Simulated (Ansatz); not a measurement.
Species: C₄H₃S (charge -1, singlet). It need not be the lowest isomer of its formula. Whether it binds its extra electron was not tested at this geometry. 
Coordinates optimised at B3LYP-D3(BJ)/def2-TZVP (Ansatz, a first-principles code):
```
C
C 1 1.3693
H 2 1.0815 1 127.78
H 1 1.0874 2 123.03 3 0.00
C 1 1.4331 4 124.10 2 -180.00
H 5 1.0892 1 120.64 4 0.00
C 5 1.3916 6 121.56 1 180.00
S 2 1.7424 3 124.37 1 -180.00
```
Charge -1, spin multiplicity 1.

Basis-set convergence of Hartree-Fock and MP2 correlation energies (hartree) with Ansatz. Correlated levels leave the core frozen unless marked. Spin-orbit coupling is left out. Non-relativistic. This anion needs diffuse functions, which these sets lack.

```json
[
 {"basis": "cc-pV(D+d)Z", "functions": "94", "E(HF)": "-550.68465", "E(corr, MP2)": "-0.66679"},
 {"basis": "cc-pV(T+d)Z", "functions": "201", "E(HF)": "[?]", "E(corr, MP2)": "[?]"}
]
```

What belongs in the gaps?


- cc-pV(T+d)Z, E(HF): -550.74267
- cc-pV(T+d)Z, E(corr, MP2): -0.82310
